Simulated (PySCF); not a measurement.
# What an electron can do to HF

r²SCAN in PySCF with def2-TZVPPD on every atom, for the lowest determinant that a PBE0 search found; no spin–orbit coupling.

```tsv
species	state (unpaired electrons)	Re (Å)	ωe (cm⁻¹)	energy of the minimum from the neutral (eV)	De (eV)	dissociates to
HF	singlet (closed shell)	0.921	4085	0.00	6.00	H + F
HF⁺	doublet (π ↑)	1.010	3017	15.92	3.68	H⁺ + F
```

Q: Work out the lowest energy to break HF into atoms, from its vibrational ground state.

A: D0 = De − ωe/2 = 6.00 − 0.25 = 5.75 eV (r²SCAN/def2-TZVPPD).

Q: Work out the ionisation energy of the H atom at this level and the threshold of dissociative ionisation.

A: IE(H) = 15.92 + 3.68 − 6.00 = 13.60 eV, so H⁺ + F + e⁻ appears at D0 + IE(H) = 19.35 eV (r²SCAN/def2-TZVPPD). The measured IE(H) is 13.598 eV (NIST ASD).

These are thermodynamic thresholds; the onsets seen under electron impact lie higher where the geometry changes, and cross-sections peak well above them.

For an ion De counts to the pair picked by the measured ionisation energies or electron affinities, which need not be the lowest pair at this level. States were picked by a PBE0 search and need not be the measured ground states.
